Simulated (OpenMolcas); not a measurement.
## How methods differ on BHF2 (SMILES FBF)

BHF2 has 4 atoms, charge 0, and is taken as a singlet. As SMILES, `FBF`. The coordinates come from a PBE0-D4/def2-TZVP relaxation.

| atom | x (Å) | y (Å) | z (Å) |
| --- | --- | --- | --- |
| F | 1.1543 | 0.4569 | -0.3619 |
| B | -0.0019 | -0.0310 | 0.0252 |
| F | -1.0954 | 0.5287 | -0.4389 |
| H | -0.0570 | -0.9546 | 0.7756 |

Quantity: the energy change with the F1–B2 bond stretched from 1.313 to 1.642 Å, in eV. The values are calculated.

| level | kind | program | value (eV) | less FCI/STO-3G |
| --- | --- | --- | --- | --- |
| HF/STO-3G (restricted) | Hartree–Fock | OpenMolcas | 1.99 | +0.42 |
| SVWN5/STO-3G (restricted) | LDA | OpenMolcas | 1.61 | +0.04 |
| PBE/STO-3G (restricted) | GGA | OpenMolcas | 1.39 | -0.18 |
| r2SCAN/STO-3G (restricted) | meta-GGA | OpenMolcas | 1.56 | -0.01 |
| B2PLYP/STO-3G (restricted) | double hybrid | OpenMolcas | 1.67 | +0.10 |
| MP2/STO-3G (restricted) | perturbation theory | OpenMolcas | 1.81 | +0.24 |
| CISD/STO-3G (restricted) | coupled cluster or CI | OpenMolcas | 1.64 | +0.07 |
| FCI/STO-3G | exact in the basis | OpenMolcas | 1.57 | 0.00 |

FCI/STO-3G is exact within its basis and frozen core, so for wave-function methods in that basis the difference is their error; functionals converge differently with the basis, so for them it is only a difference. The first shape isn't each level's own minimum. The values span 1.39 to 1.99 eV. All rows use very small basis sets, so none should be taken for the real molecule's value.
